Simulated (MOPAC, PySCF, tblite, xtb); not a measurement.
System: H₅Si (anion, charge -1), singlet: backside substitution at Si, threefold axis kept. Scanned: first Si-H distance and second Si-H distance. Other coordinates (H-Si-H angle, Si-H length) were minimised at PBE0/def2-SVPD.

Levels: GFN2-xTB, 300 K electronic temperature (tblite); RHF/aug-cc-pVDZ (PySCF); r2SCAN/aug-cc-pVDZ (PySCF); PBE/aug-cc-pVDZ (PySCF); MP2 on RHF/aug-cc-pVDZ, 5 core orbitals frozen (PySCF); CCSD on RHF/aug-cc-pVDZ, 5 core orbitals frozen (PySCF); CCSD(T) on RHF/aug-cc-pVDZ, 5 core orbitals frozen (PySCF); AM1, restricted, heats of formation (MOPAC); PM6, restricted, heats of formation (MOPAC); GFN1-xTB (xtb); RKS-B3LYP/6-31G* = restricted B3LYP/6-31G*, spherical d run with PySCF 2.14.0; RMP2/3-21G = PySCF with restricted MP2 (frozen core)/3-21G; RHF/3-21G = restricted Hartree-Fock/3-21G (PySCF 2.14.0); RKS-LDA (SVWN5)/6-31G* = PySCF with restricted LDA (SVWN5)/6-31G*, spherical d.

Energies in kcal/mol at chosen points (x: first Si-H distance (Å); y: second Si-H distance (Å)), relative to x = 1.67, y = 1.67:

```
method                  (1.48, 1.48)  (2.28, 1.39)  (2.28, 1.48)  (2.28, 2.28)  (1.67, 1.48)  (1.48, 2.28)  (1.57, 1.57)
----------------------  ------------  ------------  ------------  ------------  ------------  ------------  ------------
GFN2-xTB                         3.2           7.8           4.6          20.4           1.5           4.6           0.4
RHF                              5.8          14.1           9.3          31.2           2.9           9.3           0.9
r2SCAN                           5.9          16.4          11.5          29.9           3.0          11.5           1.0
PBE                              6.4          16.6          11.4          27.8           3.3          11.4           1.3
MP2                              5.5          16.0          11.2          33.1           2.7          11.2           0.7
CCSD                             5.7          15.4          10.6          30.8           2.8          10.6           0.9
CCSD(T)                          5.8          15.5          10.7          30.3           2.9          10.7           0.9
AM1                             -3.7          27.5          24.9          62.4          -2.1          24.9          -4.3
PM6                             -7.4          46.9          44.8          99.8          -4.1          44.8          -7.0
GFN1-xTB                     -2419.9       15548.1       15545.9       15579.5       -1210.2       15545.9       -1072.4
RKS-B3LYP/6-31G*                 4.0          21.1          16.3          36.2           2.0          16.3           0.0
RMP2/3-21G                       6.7          20.3          14.7          31.9           3.4          14.7           1.4
RHF/3-21G                        6.4          19.8          14.5          34.4           3.2          14.5           1.3
RKS-LDA (SVWN5)/6-31G*           4.7          22.6          17.4          35.5           2.4          17.4           0.3
```
